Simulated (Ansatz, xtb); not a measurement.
## Relative energy of two isomers of BH5NO+

Structure a is `NB[OH2+]`, a singlet and structure b is `[NH3+]BO`, a singlet. Both are isolated ions in the gas phase, relaxed with B3LYP-D4/def2-TZVP; the shapes shown needn't be the lowest conformers.

a (Å):

```xyz
8

B    -1.3389   -0.1178    0.5401
N    -2.0506    0.9948    0.2252
O    -0.6920   -0.1712    1.8862
H    -2.5014    1.0640   -0.6773
H    -2.2042    1.8130    0.7972
H    -1.1330   -1.0898   -0.0883
H    -0.1726   -0.9475    2.1555
H    -0.7319    0.5230    2.5667
```

b (Å):

```tsv
atom	x (Å)	y (Å)	z (Å)
B	-0.9039	-0.2093	0.8914
N	-2.0612	0.7247	1.3794
O	-0.5597	0.0440	-0.3518
H	-1.7765	1.2831	2.1909
H	-2.8785	0.1850	1.6826
H	-2.3610	1.3684	0.6404
H	-0.4859	-1.0026	1.6592
H	0.1499	-0.4783	-0.7527
```

Quicker runs give these differences E(b) − E(a): GFN2-xTB −11.9 kcal/mol; HF/STO-3G −13.4 kcal/mol (at GFN2-xTB geometries); r2SCAN-D4/def2-SVP −20.4 kcal/mol (at GFN2-xTB geometries).

Question: Estimate E(b) − E(a) at the level CCSD(T)/def2-TZVPP.

Answer: Calculated at CCSD(T)/def2-TZVPP: E(b) − E(a) = −19.4 kcal/mol, so structure b lies lower.

Level by level:

```json
{"level": "GFN2-xTB", "geometry": "GFN2-xTB", "E(b) − E(a) (kcal/mol)": "−11.9", "departure from the last row (kcal/mol)": "+7.5", "job, with rough time for the two": "optimisation, 0.096 s"}
{"level": "HF/STO-3G", "geometry": "GFN2-xTB", "E(b) − E(a) (kcal/mol)": "−13.4", "departure from the last row (kcal/mol)": "+6.0", "job, with rough time for the two": "single point, 0.12 s"}
{"level": "r2SCAN-D4/def2-SVP", "geometry": "GFN2-xTB", "E(b) − E(a) (kcal/mol)": "−20.4", "departure from the last row (kcal/mol)": "−1.0", "job, with rough time for the two": "single point, 1.4 s"}
{"level": "B3LYP-D4/def2-TZVP", "geometry": "B3LYP-D4/def2-TZVP", "E(b) − E(a) (kcal/mol)": "−18.7", "departure from the last row (kcal/mol)": "+0.7", "job, with rough time for the two": "optimisation, 14 s"}
{"level": "HF/def2-TZVPP", "geometry": "B3LYP-D4/def2-TZVP", "E(b) − E(a) (kcal/mol)": "−19.4", "departure from the last row (kcal/mol)": "+0.1", "job, with rough time for the two": "part of the CCSD(T) run"}
{"level": "MP2/def2-TZVPP", "geometry": "B3LYP-D4/def2-TZVP", "E(b) − E(a) (kcal/mol)": "−19.3", "departure from the last row (kcal/mol)": "+0.1", "job, with rough time for the two": "part of the CCSD(T) run"}
{"level": "CCSD(T)/def2-TZVPP", "geometry": "B3LYP-D4/def2-TZVP", "E(b) − E(a) (kcal/mol)": "−19.4", "departure from the last row (kcal/mol)": "", "job, with rough time for the two": "single point, 33 s"}
```

As drawn, b has 1 N–H in place of 1 O–H.

None of the levels shown reverses the order. The largest departure from CCSD(T)/def2-TZVPP is that of GFN2-xTB, 7.5 kcal/mol.

With harmonic frequencies from B3LYP-D4/def2-TZVP (ideal gas, rigid rotor, one conformer each, 600 K, 1 atm): the zero-point term adds +1.3 kcal/mol; ΔH is −19.0 and ΔG −17.8 kcal/mol.

The correlated steps freeze 3 core orbitals. Run with Ansatz 0.2.0, xtb 6.7.1; the last row on 2 threads of Arm Neoverse V2 on a shared host.
